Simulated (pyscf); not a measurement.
H₃C–SnH₃ (SMILES [CH3][SnH3]) + H• (SMILES [H]) → SnH₄ (SMILES [SnH4]) + CH₃• (SMILES [CH3]) (substitution at Sn; doublet surface; C–Sn broken, H–Sn formed). Optimised with ωB97X-D3(BJ)/def2-SVP in PySCF. MP2 and CC: frozen core, UHF for open shells. ΔMP2 is the change of the MP2 total energy from the triple- to the quadruple-zeta basis. Energies in kJ/mol from the separated reactants.

```json
[
 {"level": "PBE/def2-TZVP", "barrier": "[?]", "reaction energy": "-24.1"},
 {"level": "r²SCAN/def2-TZVP", "barrier": "-0.6", "reaction energy": "-44.6"},
 {"level": "PBE0-D3(BJ)/def2-TZVP", "barrier": "20.6", "reaction energy": "-25.3"},
 {"level": "ωB97M-D3(BJ)/def2-TZVP", "barrier": "38.2", "reaction energy": "-31.6"},
 {"level": "MP2/def2-QZVPP", "barrier": "53.5", "reaction energy": "-3.0"},
 {"level": "CCSD/def2-TZVPP", "barrier": "43.5", "reaction energy": "-40.0"},
 {"level": "CCSD(T)/def2-TZVPP + ΔMP2(QZVPP)", "barrier": "[?]", "reaction energy": "[?]"}
]
```

Question: Some entries are withheld; supply them.

Answer: 
- PBE/def2-TZVP, barrier: 3.8
- CCSD(T)/def2-TZVPP + ΔMP2(QZVPP), barrier: 33.0
- CCSD(T)/def2-TZVPP + ΔMP2(QZVPP), reaction energy: -28.1

At r²SCAN this geometry lies under the reactants; that is no barrier but a single point on another level's saddle; such a level's own saddle, if it has one, lies nearer that side and is low. One saddle was located; it need not be the lowest between these sides. The angle at the attacked Sn is 180°. The CCSD(T) − MP2 part came from Ansatz, without density fitting, on the same reference. The frozen core leaves the outer d or s,p core shells of the metals and heavy elements correlated in the MP2 and CC values, and def2-TZVPP describes them poorly, which can shift differences by a few kcal/mol. Elements past Kr carry the def2 core potentials, without spin-orbit coupling.
